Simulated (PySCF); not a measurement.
Molecule: SMILES N[C@H]1[C@H]2C[C@@H]12, C$_{4}$H$_{7}$N.

Bonds (- single, = double, # triple, : aromatic): N1-C2, C2-C3, C3-C4, C4-C5, C5-C2, C5-C3. N1 carries H6, H7; C2 carries H8; C3 carries H9; C4 carries H10, H11; C5 carries H12. Stereochemistry as in N[C@H]1[C@H]2C[C@@H]12. H11 is cis to C2 on the ring; H10 is trans to C2 on the ring.

Frames of a GFN2-xTB Langevin trajectory at 200 K; GIAO PBE0/pcSseg-1 shieldings in PySCF 2.14.0 with density-fitted response routines, gas phase, non-relativistic; equivalent atoms averaged within each frame.

Scale: ¹⁵N (267.73 ppm) vs NH3; TMS for ¹³C (186.93 ppm) and ¹H (31.72 ppm) (reference shieldings calculated alike). The references are static minima.

Task: How do the shifts (ppm) fluctuate along the trajectory?

Result: 
```tsv
time (fs)	N1	C2	C4	C3/C5	H8	H11	H10	H9/H12	H6/H7
optimised geometry	34.7	54.5	25.1	10.0	3.80	2.32	1.31	1.87	0.42
250	32.6	48.9	27.8	6.5	2.97	2.96	1.98	1.79	0.44
425	30.2	55.6	25.4	10.8	3.71	2.47	1.78	1.84	0.55
625	32.6	57.9	22.0	9.3	4.26	3.44	0.88	1.97	0.28
800	30.1	53.7	21.8	10.5	3.96	1.11	1.33	1.71	0.75
1000	31.6	60.5	32.5	13.4	4.23	2.69	1.72	2.31	-0.33
mean of frames	31.4	55.3	25.9	10.1	3.83	2.53	1.54	1.92	0.34
standard deviation	1.2	4.4	4.5	2.5	0.53	0.87	0.44	0.23	0.41
```

5 frames give an uncertainty of the mean of about the standard deviation over 2.2 at best, since frames this close in time may not be independent; classical motion lacks zero-point vibration, and the reference would need the same averaging.
